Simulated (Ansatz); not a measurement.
# BCN (triplet): wB97M-V, B2PLYP over vertical spin and charge gaps, def2-QZVPP

How well do these functionals follow the top wave-function level for BCN (triplet) over vertical spin and charge gaps?

Method: def2-QZVPP, all electrons in the functionals, frozen cores in the correlation of double hybrids and RPA; program: Ansatz 0.2.0, Gaussian basis.

The runs, in order: wB97M-V, B2PLYP, at charge 0, triplet; charge 0, singlet; charge 0, quintet; charge 1, doublet; charge 1, quartet.

2 further runs of the same task are left out: 2 set aside as unsound or not needed.

## 1. The system

The geometry is a PBE0/def2-TZVP stationary point (not a proven minimum).

3 atoms, charge 0, spin multiplicity 3.

Atoms are counted from 1 here; the program's logs count them from 0.

Bond lengths: B1–C2 1.451 Å, C2–N3 1.169 Å. Angles: B1–C2–N3 180.0°.

No dispersion term is added; wB97M-V holds VV10 nonlocal correlation.

The geometry shown and the zero of energy belong to the point charge 0, triplet. The yardstick, UCCSD(T), and other wave-function levels (R restricted, U unrestricted, valence and pair active spaces) come from earlier runs.

## 2. wB97M-V, charge 0, triplet

in.yaml reads:

```yaml
crystal:
  periodic: [false, false, false]
  atoms:
    - {symbol: B, position_ang: [0.000000, 0.000000, 1.356800]}
    - {symbol: C, position_ang: [0.000000, 0.000000, -0.094000]}
    - {symbol: N, position_ang: [0.000000, 0.000000, -1.262800]}
basis:
  gaussian: {orbitals: "def2-QZVPP.json"}
magnetization: {spin_polarized: true, initial_magnetization: 2}
hamiltonian: {xc: {name: wB97M-V}}
output: {orbitals: {seedname: orbitals}}
```

Run with:

```sh
$ ansatz run in.yaml --threads 1 --pin off --events-out ev --progress --plain --max-ram 2393MiB
```

Output, cut to the lines that bear on the results:

```text
Functional definition: wB97M-V
  name "wB97M-V"
  cite "Mardirossian & Head-Gordon, J. Chem. Phys. 144, 214110 (2016) doi:10.1063/1.4952647"
  cite "Becke, J. Chem. Phys. 107, 8554 (1997) doi:10.1063/1.475007"
  cite "Vydrov & Van Voorhis, J. Chem. Phys. 133, 244103 (2010) doi:10.1063/1.3521275"
  # Of w^i u^j: cxij and so on, Table III.
[...]
  gx(w, u) = 1 - cx + cx01*u + cx10*w
  gss(w, u) = css00 + css04*u^4 + css10*w + css20*w^2 + css43*w^4*u^3
  gos(w, u) = cos00 + cos10*w + (cos20 + cos21*u)*w^2 + (cos60 + cos61*u)*w^6
[...]
      + integral(e_c_pw_mod_opposite_spin*gos(b97_w_opposite, b97_u_opposite)) + vv10(b, c)
531 factors; their error is unknown
140 factors; integrals over basis functions are off by at most 2.2e-5 eV
[...]
mean field -3198.00427302 eV, -117.5244893483 hartree, gradient 3.8e-5 eV, S^2 2.010677; 0 other end points of the search recorded, 0 dependent functions left out
reference -3198.00431391 eV, -117.5244908512 hartree; 10, 8 occupied and 161, 163 virtual orbitals, 531 factors
Total energy: -3198.00431391 eV, -117.5244908512 hartree
```

Wall time 12 s (1 thread of Arm Neoverse V2, shared host); peak memory 0.33 GiB.

From the report: ⟨S²⟩ of the determinant 2.011 (pure triplet: 2.00).

## 3. wB97M-V, charge 0, singlet

in.yaml, as its differences from that of step 2:

```diff
@@ -8,3 +8,3 @@
   gaussian: {orbitals: "def2-QZVPP.json"}
-magnetization: {spin_polarized: true, initial_magnetization: 2}
+magnetization: {spin_polarized: true, initial_magnetization: 0}
 hamiltonian: {xc: {name: wB97M-V}}
```

Same command.

Output, cut to the lines that bear on the results:

```text
Functional definition: wB97M-V
  name "wB97M-V"
  cite "Mardirossian & Head-Gordon, J. Chem. Phys. 144, 214110 (2016) doi:10.1063/1.4952647"
  cite "Becke, J. Chem. Phys. 107, 8554 (1997) doi:10.1063/1.475007"
  cite "Vydrov & Van Voorhis, J. Chem. Phys. 133, 244103 (2010) doi:10.1063/1.3521275"
  # Of w^i u^j: cxij and so on, Table III.
[...]
  gx(w, u) = 1 - cx + cx01*u + cx10*w
  gss(w, u) = css00 + css04*u^4 + css10*w + css20*w^2 + css43*w^4*u^3
  gos(w, u) = cos00 + cos10*w + (cos20 + cos21*u)*w^2 + (cos60 + cos61*u)*w^6
[...]
      + integral(e_c_pw_mod_opposite_spin*gos(b97_w_opposite, b97_u_opposite)) + vv10(b, c)
531 factors; their error is unknown
140 factors; integrals over basis functions are off by at most 2.2e-5 eV
[...]
mean field -3199.01799997 eV, -117.5617431267 hartree, gradient 3.4e-6 eV, S^2 0.000000; 1 other end points of the search recorded, 0 dependent functions left out
reference -3199.01803737 eV, -117.5617445009 hartree; 9, 9 occupied and 162, 162 virtual orbitals, 531 factors
Total energy: -3199.01803737 eV, -117.5617445009 hartree
```

Run time: 28 s. Hardware: 1 thread of Arm Neoverse V2, shared host; peak memory 0.43 GiB.

From the report: ⟨S²⟩ of the determinant 0.000 (pure singlet: 0.00).

From charge 0, triplet: -97.8 kJ/mol.

## 4. wB97M-V, charge 0, quintet

in.yaml, as its differences from that of step 3:

```diff
@@ -8,3 +8,3 @@
   gaussian: {orbitals: "def2-QZVPP.json"}
-magnetization: {spin_polarized: true, initial_magnetization: 0}
+magnetization: {spin_polarized: true, initial_magnetization: 4}
 hamiltonian: {xc: {name: wB97M-V}}
```

The command is unchanged.

Output, cut to the lines that bear on the results:

```text
Functional definition: wB97M-V
  name "wB97M-V"
  cite "Mardirossian & Head-Gordon, J. Chem. Phys. 144, 214110 (2016) doi:10.1063/1.4952647"
  cite "Becke, J. Chem. Phys. 107, 8554 (1997) doi:10.1063/1.475007"
  cite "Vydrov & Van Voorhis, J. Chem. Phys. 133, 244103 (2010) doi:10.1063/1.3521275"
  # Of w^i u^j: cxij and so on, Table III.
[...]
  gx(w, u) = 1 - cx + cx01*u + cx10*w
  gss(w, u) = css00 + css04*u^4 + css10*w + css20*w^2 + css43*w^4*u^3
  gos(w, u) = cos00 + cos10*w + (cos20 + cos21*u)*w^2 + (cos60 + cos61*u)*w^6
[...]
      + integral(e_c_pw_mod_opposite_spin*gos(b97_w_opposite, b97_u_opposite)) + vv10(b, c)
531 factors; their error is unknown
140 factors; integrals over basis functions are off by at most 2.2e-5 eV
[...]
mean field -3194.03413751 eV, -117.3785895595 hartree, gradient 3.1e-5 eV, S^2 6.010063; 1 other end points of the search recorded, 0 dependent functions left out
reference -3194.03417811 eV, -117.3785910513 hartree; 11, 7 occupied and 160, 164 virtual orbitals, 531 factors
Total energy: -3194.03417811 eV, -117.3785910513 hartree
```

Run time: 26 s. Hardware: 1 thread of Arm Neoverse V2, shared host; peak memory 0.43 GiB.

From the report: ⟨S²⟩ of the determinant 6.010 (pure quintet: 6.00).

From charge 0, triplet: +383.1 kJ/mol.

## 5. wB97M-V, charge 1, doublet

in.yaml, as its differences from that of step 4:

```diff
@@ -8,3 +8,4 @@
   gaussian: {orbitals: "def2-QZVPP.json"}
-magnetization: {spin_polarized: true, initial_magnetization: 4}
+total_charge: 1
+magnetization: {spin_polarized: true, initial_magnetization: 1}
 hamiltonian: {xc: {name: wB97M-V}}
```

Launched as before.

Output, cut to the lines that bear on the results:

```text
Functional definition: wB97M-V
  name "wB97M-V"
  cite "Mardirossian & Head-Gordon, J. Chem. Phys. 144, 214110 (2016) doi:10.1063/1.4952647"
  cite "Becke, J. Chem. Phys. 107, 8554 (1997) doi:10.1063/1.475007"
  cite "Vydrov & Van Voorhis, J. Chem. Phys. 133, 244103 (2010) doi:10.1063/1.3521275"
  # Of w^i u^j: cxij and so on, Table III.
[...]
  gx(w, u) = 1 - cx + cx01*u + cx10*w
  gss(w, u) = css00 + css04*u^4 + css10*w + css20*w^2 + css43*w^4*u^3
  gos(w, u) = cos00 + cos10*w + (cos20 + cos21*u)*w^2 + (cos60 + cos61*u)*w^6
[...]
      + integral(e_c_pw_mod_opposite_spin*gos(b97_w_opposite, b97_u_opposite)) + vv10(b, c)
531 factors; their error is unknown
140 factors; integrals over basis functions are off by at most 2.2e-5 eV
[...]
mean field -3188.86747605 eV, -117.1887182527 hartree, gradient 3.2e-5 eV, S^2 0.760489; 0 other end points of the search recorded, 0 dependent functions left out
reference -3188.86751561 eV, -117.1887197065 hartree; 9, 8 occupied and 162, 163 virtual orbitals, 531 factors
Total energy: -3188.86751561 eV, -117.1887197065 hartree
```

Wall time 12 s (1 thread of Arm Neoverse V2, shared host); peak memory 0.33 GiB.

From the report: ⟨S²⟩ of the determinant 0.760 (pure doublet: 0.75).

From charge 0, triplet: +881.6 kJ/mol.

## 6. wB97M-V, charge 1, quartet

in.yaml, as its differences from that of step 5:

```diff
@@ -9,3 +9,3 @@
 total_charge: 1
-magnetization: {spin_polarized: true, initial_magnetization: 1}
+magnetization: {spin_polarized: true, initial_magnetization: 3}
 hamiltonian: {xc: {name: wB97M-V}}
```

Same command.

Output, cut to the lines that bear on the results:

```text
Functional definition: wB97M-V
  name "wB97M-V"
  cite "Mardirossian & Head-Gordon, J. Chem. Phys. 144, 214110 (2016) doi:10.1063/1.4952647"
  cite "Becke, J. Chem. Phys. 107, 8554 (1997) doi:10.1063/1.475007"
  cite "Vydrov & Van Voorhis, J. Chem. Phys. 133, 244103 (2010) doi:10.1063/1.3521275"
  # Of w^i u^j: cxij and so on, Table III.
[...]
  gx(w, u) = 1 - cx + cx01*u + cx10*w
  gss(w, u) = css00 + css04*u^4 + css10*w + css20*w^2 + css43*w^4*u^3
  gos(w, u) = cos00 + cos10*w + (cos20 + cos21*u)*w^2 + (cos60 + cos61*u)*w^6
[...]
      + integral(e_c_pw_mod_opposite_spin*gos(b97_w_opposite, b97_u_opposite)) + vv10(b, c)
531 factors; their error is unknown
140 factors; integrals over basis functions are off by at most 2.2e-5 eV
[...]
mean field -3185.11690638 eV, -117.0508873599 hartree, gradient 1.9e-5 eV, S^2 3.752057; 4 other end points of the search recorded, 0 dependent functions left out
reference -3185.11694742 eV, -117.0508888679 hartree; 10, 7 occupied and 161, 164 virtual orbitals, 531 factors
Total energy: -3185.11694742 eV, -117.0508888679 hartree
```

Wall time 43 s (1 thread of Arm Neoverse V2, shared host); peak memory 0.44 GiB.

From the report: ⟨S²⟩ of the determinant 3.752 (pure quartet: 3.75).

From charge 0, triplet: +1243.4 kJ/mol.

## 7. B2PLYP, charge 0, triplet

in.yaml reads:

```yaml
crystal:
  periodic: [false, false, false]
  atoms:
    - {symbol: B, position_ang: [0.000000, 0.000000, 1.356800]}
    - {symbol: C, position_ang: [0.000000, 0.000000, -0.094000]}
    - {symbol: N, position_ang: [0.000000, 0.000000, -1.262800]}
basis:
  gaussian: {orbitals: "def2-QZVPP.json"}
magnetization: {spin_polarized: true, initial_magnetization: 2}
hamiltonian: {xc: {name: B2PLYP}}
correlation: {electrons: outside_noble_gas}
```

The command is unchanged.

Output, cut to the lines that bear on the results:

```text
Functional definition: B2PLYP
  name "B2PLYP"
  cite "Grimme, J. Chem. Phys. 124, 034108 (2006) doi:10.1063/1.2148954"
  cite "Becke, Phys. Rev. A 38, 3098 (1988) doi:10.1103/PhysRevA.38.3098"
  cite "Lee, Yang & Parr, Phys. Rev. B 37, 785 (1988) doi:10.1103/PhysRevB.37.785"
[...]
1058 factors; integrals over basis functions are off by at most 1.1e-3 eV
[...]
mean field -3193.13206890 eV, -117.3454391494 hartree, gradient 8.6e-6 eV, S^2 2.024865; 0 other end points of the search recorded, 0 dependent functions left out
3 core orbitals not correlated: weight in the atoms' cores, before any rotation towards them, 1.000 or more for the frozen orbitals, at most 0.000 for the correlated occupied ones
reference -3193.13220146 eV, -117.3454440208 hartree; 7, 5 occupied and 161, 163 virtual orbitals, 1058 factors
second order -13.38359704 eV of doubles, -0.00000000 eV of singles
Total energy: -3196.74577266 eV, -117.4782403130 hartree
```

It took 9.5 s on 1 thread of Arm Neoverse V2, shared host; peak memory 0.38 GiB.

From the report: ⟨S²⟩ of the determinant 2.025 (pure triplet: 2.00).

## 8. B2PLYP, charge 0, singlet

in.yaml, as its differences from that of step 7:

```diff
@@ -8,3 +8,3 @@
   gaussian: {orbitals: "def2-QZVPP.json"}
-magnetization: {spin_polarized: true, initial_magnetization: 2}
+magnetization: {spin_polarized: true, initial_magnetization: 0}
 hamiltonian: {xc: {name: B2PLYP}}
```

The command is unchanged.

Output, cut to the lines that bear on the results:

```text
Functional definition: B2PLYP
  name "B2PLYP"
  cite "Grimme, J. Chem. Phys. 124, 034108 (2006) doi:10.1063/1.2148954"
  cite "Becke, Phys. Rev. A 38, 3098 (1988) doi:10.1103/PhysRevA.38.3098"
  cite "Lee, Yang & Parr, Phys. Rev. B 37, 785 (1988) doi:10.1103/PhysRevB.37.785"
[...]
1058 factors; integrals over basis functions are off by at most 1.1e-3 eV
[...]
mean field -3193.73466636 eV, -117.3675841978 hartree, gradient 6.1e-6 eV, S^2 0.357429; 6 other end points of the search recorded, 0 dependent functions left out
3 core orbitals not correlated: weight in the atoms' cores, before any rotation towards them, 1.000 or more for the frozen orbitals, at most 0.000 for the correlated occupied ones
reference -3193.73479466 eV, -117.3675889126 hartree; 6, 6 occupied and 162, 162 virtual orbitals, 1058 factors
second order -14.17843523 eV of doubles, -0.00000000 eV of singles
Total energy: -3197.56297217 eV, -117.5082718413 hartree
```

It took 17 s on 1 thread of Arm Neoverse V2, shared host; peak memory 0.37 GiB.

From the report: ⟨S²⟩ of the determinant 0.357 (pure singlet: 0.00).

From charge 0, triplet: -78.8 kJ/mol.

## 9. B2PLYP, charge 0, quintet

in.yaml, as its differences from that of step 8:

```diff
@@ -8,3 +8,3 @@
   gaussian: {orbitals: "def2-QZVPP.json"}
-magnetization: {spin_polarized: true, initial_magnetization: 0}
+magnetization: {spin_polarized: true, initial_magnetization: 4}
 hamiltonian: {xc: {name: B2PLYP}}
```

Same command.

Output, cut to the lines that bear on the results:

```text
Functional definition: B2PLYP
  name "B2PLYP"
  cite "Grimme, J. Chem. Phys. 124, 034108 (2006) doi:10.1063/1.2148954"
  cite "Becke, Phys. Rev. A 38, 3098 (1988) doi:10.1103/PhysRevA.38.3098"
  cite "Lee, Yang & Parr, Phys. Rev. B 37, 785 (1988) doi:10.1103/PhysRevB.37.785"
[...]
1058 factors; integrals over basis functions are off by at most 1.1e-3 eV
[...]
mean field -3189.53494262 eV, -117.2132471970 hartree, gradient 3.0e-6 eV, S^2 6.022827; 2 other end points of the search recorded, 0 dependent functions left out
3 core orbitals not correlated: weight in the atoms' cores, before any rotation towards them, 1.000 or more for the frozen orbitals, at most 0.000 for the correlated occupied ones
reference -3189.53507365 eV, -117.2132520123 hartree; 8, 4 occupied and 160, 164 virtual orbitals, 1058 factors
second order -11.10539517 eV of doubles, -0.00000000 eV of singles
Total energy: -3192.53353035 eV, -117.3234432634 hartree
```

Wall time 10 s (1 thread of Arm Neoverse V2, shared host); peak memory 0.34 GiB.

From the report: ⟨S²⟩ of the determinant 6.023 (pure quintet: 6.00).

From charge 0, triplet: +406.4 kJ/mol.

## 10. B2PLYP, charge 1, doublet

in.yaml, as its differences from that of step 9:

```diff
@@ -8,3 +8,4 @@
   gaussian: {orbitals: "def2-QZVPP.json"}
-magnetization: {spin_polarized: true, initial_magnetization: 4}
+total_charge: 1
+magnetization: {spin_polarized: true, initial_magnetization: 1}
 hamiltonian: {xc: {name: B2PLYP}}
```

Same command.

Output, cut to the lines that bear on the results:

```text
Functional definition: B2PLYP
  name "B2PLYP"
  cite "Grimme, J. Chem. Phys. 124, 034108 (2006) doi:10.1063/1.2148954"
  cite "Becke, Phys. Rev. A 38, 3098 (1988) doi:10.1103/PhysRevA.38.3098"
  cite "Lee, Yang & Parr, Phys. Rev. B 37, 785 (1988) doi:10.1103/PhysRevB.37.785"
[...]
1058 factors; integrals over basis functions are off by at most 1.1e-3 eV
[...]
mean field -3183.99911720 eV, -117.0098093649 hartree, gradient 1.6e-6 eV, S^2 0.785765; 4 other end points of the search recorded, 0 dependent functions left out
3 core orbitals not correlated: weight in the atoms' cores, before any rotation towards them, 1.000 or more for the frozen orbitals, at most 0.000 for the correlated occupied ones
reference -3183.99924196 eV, -117.0098139499 hartree; 6, 5 occupied and 162, 163 virtual orbitals, 1058 factors
second order -13.49444876 eV of doubles, -0.00000000 eV of singles
Total energy: -3187.64274313 eV, -117.1437101481 hartree
```

Run time: 20 s. Hardware: 1 thread of Arm Neoverse V2, shared host; peak memory 0.41 GiB.

From the report: ⟨S²⟩ of the determinant 0.786 (pure doublet: 0.75).

From charge 0, triplet: +878.3 kJ/mol.

## 11. B2PLYP, charge 1, quartet

in.yaml, as its differences from that of step 10:

```diff
@@ -9,3 +9,3 @@
 total_charge: 1
-magnetization: {spin_polarized: true, initial_magnetization: 1}
+magnetization: {spin_polarized: true, initial_magnetization: 3}
 hamiltonian: {xc: {name: B2PLYP}}
```

The command is unchanged.

Output, cut to the lines that bear on the results:

```text
Functional definition: B2PLYP
  name "B2PLYP"
  cite "Grimme, J. Chem. Phys. 124, 034108 (2006) doi:10.1063/1.2148954"
  cite "Becke, Phys. Rev. A 38, 3098 (1988) doi:10.1103/PhysRevA.38.3098"
  cite "Lee, Yang & Parr, Phys. Rev. B 37, 785 (1988) doi:10.1103/PhysRevB.37.785"
[...]
1058 factors; integrals over basis functions are off by at most 1.1e-3 eV
[...]
mean field -3180.84399139 eV, -116.8938606300 hartree, gradient 1.9e-6 eV, S^2 3.755071; 6 other end points of the search recorded, 0 dependent functions left out
3 core orbitals not correlated: weight in the atoms' cores, before any rotation towards them, 1.000 or more for the frozen orbitals, at most 0.000 for the correlated occupied ones
reference -3180.84412002 eV, -116.8938653570 hartree; 7, 4 occupied and 161, 164 virtual orbitals, 1058 factors
second order -10.52675040 eV of doubles, -0.00000000 eV of singles
Total energy: -3183.68634262 eV, -116.9983151113 hartree
```

Wall time 24 s (1 thread of Arm Neoverse V2, shared host); peak memory 0.41 GiB.

From the report: ⟨S²⟩ of the determinant 3.755 (pure quartet: 3.75).

From charge 0, triplet: +1260.0 kJ/mol.

## 12. The comparison

No level is safe as a reference over these points; UCCSD(T) serves as a yardstick only. It comes from earlier runs at the same points. Energies in kJ/mol, counted from charge 0, triplet; blanks weren't run or aren't comparable.

```csv
level,triplet to singlet,triplet to quintet,ionisation to the doublet cation,ionisation to the quartet cation
UCCSD(T),,403.0,887.2,1264.0
wB97M-V,-97.8,383.1,881.6,1243.4
B2PLYP,-78.8,406.4,878.3,1260.0
```

Largest miss and mean time a point (UCCSD(T) took 58 s a point; shared hosts):

```csv
level,largest miss (kJ/mol),where,time a point
wB97M-V,-20.6,ionisation to the quartet cation,24 s
B2PLYP,-8.9,ionisation to the doublet cation,16 s
```

## 13. Summary of results

| quantity | value |
| --- | --- |
| triplet to quintet, UCCSD(T) | 403.0 kJ/mol |
| ionisation to the doublet cation, UCCSD(T) | 887.2 kJ/mol |
| ionisation to the quartet cation, UCCSD(T) | 1264.0 kJ/mol |
| largest miss, wB97M-V | -20.6 kJ/mol (ionisation to the quartet cation) |
| largest miss, B2PLYP | -8.9 kJ/mol (ionisation to the doublet cation) |

What this shows: Misses are known at 3 of 4 points at best, and only functionals with that many are ranked. Of the functionals, B2PLYP keep the smallest largest miss at the points compared (at most 8.9 kJ/mol) and wB97M-V strays most (20.6 kJ/mol, at ionisation to the quartet cation). B2PLYP clearly breaks the spin symmetry at some points (⟨S²⟩ up to 0.36 above the pure value), so energy there is bought with a mixed spin. Functionals and the yardstick converge differently with the basis, so part of each miss in def2-QZVPP is the basis. The yardstick itself may be off where one determinant is a poor start.
